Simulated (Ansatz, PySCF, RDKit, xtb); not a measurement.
**Solving CH2SSi, step by step**

Given the formula CH2SSi and nothing else, which arrangement of the atoms is the most stable in the gas at 298.15 K, and what are its properties?

The funnel: GFN2-xTB relaxations, single points with a density functional, relaxations at PBE0-D4/def2-TZVP, harmonic vibrations, and a last energy at a higher level. All values are calculated.

7 further runs of the same task are left out: 7 set aside as unsound or not needed.

## (1) Drawing up candidates

All bonding patterns within simple valence rules are listed by program: one Lewis structure each, at most two rings and one unusual centre or charged pair. O–O, O–halogen and N–halogen bonds and N–N–N chains are not drawn. That gives 15 candidates.

c061 [Si]=CS; c099 [Si]=CS (triplet); c180 [SiH]#CS; c229 [SiH2]=C=S; c293 C#[Si]S; c321 C#S#[SiH]; c357 C1=[SiH]S1; c362 [SiH]C=S (triplet); c612 C=[Si]=S; c618 C1=[Si]=[SH]1; c625 [SiH]C=S; c777 [CH+]=[SiH-]=S; c828 [C+]#[SiH-]S; c878 C=S=[Si] (triplet); c993 C=S=[Si].

Candidates are built by distance geometry, with a force field where one applies, in up to four conformers (letters a to d). 10 starts with atoms placed at random are added, to find patterns that the rules miss.

**Question.** With final energies at CCSD(T)/def2-TZVPP, which structure will this search put lowest in free energy, and by what margin?

| quantity | value |
| --- | --- |
| lowest structure found | C=[Si]=S, singlet, C2v |
| next finalist | C1=[SiH]S1, singlet, 20.0 kcal/mol higher in G |
| share at equilibrium, among the finalists | 100.0 % |
| harmonic wavenumbers, lowest and highest (PBE0-D4/def2-TZVP) | 133 and 3282 cm⁻¹ |
| rotational constants, same geometry | 9.644, 0.117, 0.1156 cm⁻¹ |
| dipole moment (PBE0/def2-TZVPD) | 1.20 D |
| HOMO energy (PBE0/def2-TZVPD) | -6.75 eV |
| LUMO energy (PBE0/def2-TZVPD) | -2.09 eV |
| HOMO–LUMO gap (PBE0/def2-TZVPD) | 4.66 eV |
| lowest excitation (TD-B3LYP/def2-SVPD) | 2.96 eV (f = 0.000) |
| strongest of the states computed, same level | 5.77 eV (f = 0.261) |
| lowest triplet excitation, same level, Tamm-Dancoff | 2.73 eV |
| vertical ionisation energy | 8.72 eV |
| vertical electron affinity | 0.27 eV |
| vertical triplet less singlet | +2.64 eV |

`C=[Si]=S` comes out lowest. Among the finalists first place is clear (20.0 kcal/mol); structures outside the list aren't covered. PBE0-D4/def2-TZVP, HF/def2-TZVPP and MP2/def2-TZVPP already put its bonding pattern lowest among the structures in one piece. A large T1 diagnostic among the finalists warns that one reference determinant may not suffice. It concerns: the finalist C1=[SiH]S1 (singlet); the finalist [SiH2]=C=S (singlet). The search is not exhaustive (a finite list of starts, one conformer a finalist), so a lower isomer can't be ruled out. The lowest isomer need not be the one that is made and kept in a bottle, which depends on barriers.
